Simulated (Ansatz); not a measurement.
# CH2BF: vertical and adiabatic energies of changing the electron count

Aim: vertical and adiabatic energies of changing the electron count, for CH2BF, run from a script.

Computed with the Python package of Ansatz 0.2.0. Level of theory: B3LYP+D3(BJ)/6-31G*.

## (1) The structure

Bond lengths: B1–C2 1.585 Å, C2–F3 1.382 Å, B1–H4 1.181 Å, B1–H5 1.181 Å. Angles: B1–C2–F3 109.5°, C2–B1–H4 120.1°, C2–B1–H5 120.0°, H4–B1–H5 120.0°.

The script holds or builds the structure itself.

## (2) The code

The input, adiabatic_ch2bf.py:

```python
"""How CH2BF relaxes after losing an electron."""

import itertools
import warnings

import ansatz as az
from ase import Atoms
from ase.data import atomic_numbers, covalent_radii
import numpy as np

BASIS_SET = "6-31G*"
XC = "b3lyp"
DISPERSION = "d3bj"
NET_CHARGE = 1

warnings.simplefilter("ignore", az.DeckWarning)

atoms = Atoms(["B", "C", "F", "H", "H"], positions=[
    (-0.5503, 0.0037, 0.0667),
    (0.906, -0.478, 0.4659),
    (1.8328, 0.1093, -0.3737),
    (-0.8262, 1.1516, 0.1078),
    (-1.3623, -0.7866, -0.2666),
])
molecule = az.Crystal.molecule_from_ase(atoms)

calc = (
    molecule.calculation()
    .basis(gaussian=BASIS_SET)
    .functional(XC, dispersion=DISPERSION)
    .spin("collinear", total=2)
)
symbols = [site.symbol for site in molecule.cartesian_sites]
start = np.array([site.position_ang for site in molecule.cartesian_sites], dtype=float)
report = calc.relax(force_tolerance=0.01, max_steps=100).run(threads=1).report
end = np.array(report["positions_ang"])

minimum = az.Crystal.molecule()
for symbol, place in zip(symbols, end):
    minimum = minimum.atom(symbol, place.tolist())
ion = (
    minimum.calculation()
    .basis(gaussian=BASIS_SET)
    .functional(XC, dispersion=DISPERSION)
    .charge(NET_CHARGE)
    .spin("collinear", total=1)
)
vertical = ion.run(threads=1).report
settled = ion.relax(force_tolerance=0.01, max_steps=80).run(threads=1).report
print(f"vertical ionisation energy   {vertical['free_energy_ev'] - report['free_energy_ev']:.3f} eV")
print(f"adiabatic, no zero point     {settled['free_energy_ev'] - report['free_energy_ev']:.3f} eV")
print(f"relaxation energy of the ion {vertical['free_energy_ev'] - settled['free_energy_ev']:.3f} eV")
ionised = np.array(settled["positions_ang"])
# pairs closer than 1.2 times the sum of covalent radii, before or after
radius = [covalent_radii[atomic_numbers[s]] for s in symbols]
span = lambda where, i, j: np.linalg.norm(where[i] - where[j])
bonded = [(i, j) for i, j in itertools.combinations(range(len(symbols)), 2) if min(span(end, i, j), span(ionised, i, j)) < 1.2 * (radius[i] + radius[j])]
print("pair        before    after (A)")
for i, j in bonded:
    print(f"{symbols[i]}{i}-{symbols[j]}{j}".ljust(10), f"{span(end, i, j):8.4f} {span(ionised, i, j):8.4f}")
```

## (3) Launch

The run is started by

```
python adiabatic_ch2bf.py
```

Log:

```text
vertical ionisation energy   10.187 eV
adiabatic, no zero point     8.899 eV
relaxation energy of the ion 1.287 eV
pair        before    after (A)
B0-C1        1.5124   1.4705
B0-H3        1.1964   1.1953
B0-H4        1.1896   1.1951
C1-F2        1.3065   1.2150
```

Run time: 60 s. Hardware: 1 thread of Arm Neoverse V1, shared host; peak memory 0.2 GiB.

## (4) The engine's runs

From the records of these 3 runs:

```csv
run,kind of run,system,unpaired or total moment,energy (eV),<S²>,SCF cycles in all,CPU time (s)
1,relaxation,CH2BF,2,-4458.8926,2.00,80,16
2,single point,"CH2BF, charge +1",1,-4448.7057,0.75,51,4.6
3,relaxation,"CH2BF, charge +1",1,-4449.9932,0.75,200,39
```

Totals carry meaning only in balanced differences at one level of theory.

## (5) The relaxation of run 1, step by step

Step by step:

```csv
step,energy from step 1 (eV),largest force component (eV/Å)
1,0.0000,2.5418
2,-0.3389,2.4969
3,-0.4594,3.1843
4,-0.6946,1.5871
5,-0.8147,0.5588
6,-0.8201,0.3479
7,-0.8227,0.0213
8,-0.8227,0.0043
```

Step 1 is the start.

Before: Bond lengths: B1–C2 1.585 Å, C2–F3 1.382 Å, B1–H4 1.181 Å, B1–H5 1.181 Å. Angles: B1–C2–F3 109.5°, C2–B1–H4 120.1°, C2–B1–H5 120.0°, H4–B1–H5 120.0°.

After: Bond lengths: B1–C2 1.512 Å, C2–F3 1.306 Å, B1–H4 1.196 Å, B1–H5 1.190 Å. Angles: B1–C2–F3 128.7°, C2–B1–H4 118.2°, C2–B1–H5 118.9°, H4–B1–H5 122.9°.

## (6) The relaxation of run 3, step by step

Relaxation path:

| step | E - E(step 1) (eV) | largest force component (eV/Å) |
| --- | --- | --- |
| 1 | 0.0000 | 6.1021 |
| 2 | -0.5276 | 3.2106 |
| 3 | -0.7301 | 3.4908 |
| 4 | -1.1199 | 1.0076 |
| 5 | -1.1605 | 0.8169 |
| 6 | -1.2061 | 0.5785 |
| 7 | -1.2429 | 0.4981 |
| 8 | -1.2612 | 0.3957 |
| 9 | -1.2079 | 1.0854 |
| 10 | -1.2773 | 0.1174 |
| 11 | -1.2650 | 0.5551 |
| 12 | -1.2828 | 0.2121 |
| 13 | -1.2821 | 0.1852 |
| 14 | -1.2842 | 0.1883 |
| 15 | -1.2858 | 0.1259 |
| 16 | -1.2867 | 0.1551 |
| 17 | -1.2872 | 0.0758 |
| 18 | -1.2875 | 0.0143 |
| 19 | -1.2875 | 0.0052 |

Step 1 is the start. Steps 9, 11, 13 were tried and not accepted.

Before: Bond lengths: B1–C2 1.512 Å, C2–F3 1.306 Å, B1–H4 1.196 Å, B1–H5 1.190 Å. Angles: B1–C2–F3 128.7°, C2–B1–H4 118.2°, C2–B1–H5 118.9°, H4–B1–H5 122.9°.

After: Bond lengths: B1–C2 1.471 Å, C2–F3 1.215 Å, B1–H4 1.195 Å, B1–H5 1.195 Å. Angles: B1–C2–F3 179.5°, C2–B1–H4 116.1°, C2–B1–H5 116.2°, H4–B1–H5 127.7°.

## (7) Outcome

| quantity | value |
| --- | --- |
| vertical ionisation energy | 10.187 eV |
| adiabatic ionisation energy, no zero point | 8.899 eV |
| runs compared | 3 |

**Reading.** The ionisation energy is a difference of two total energies at the neutral geometry; letting the ion relax lowers it by 1.29 eV. The dearest, run 3, took some 8.5 times as long as run 2. Run 1: The relaxation took 7 moves; the largest shift is 0.462 Å, of atom 2 (C). Run 3: After 15 moves the largest shift is 0.465 Å, of atom 3 (F). Reading the output:
- The energies are electronic: no zero-point or thermal terms, and the basis set is short of its limit. The product may relax into another structure. Each relaxation finds its nearest minimum, which needn't be the lowest.
- The run takes the species as open-shell (spin multiplicity 3), which needn't be its ground state.
- b3lyp holds the VWN-RPA fit, as in Gaussian; the form of ORCA and Turbomole is b3lyp5.
- Only the spin states typed were run; another state of an ion can lie lower, by up to an eV or two.
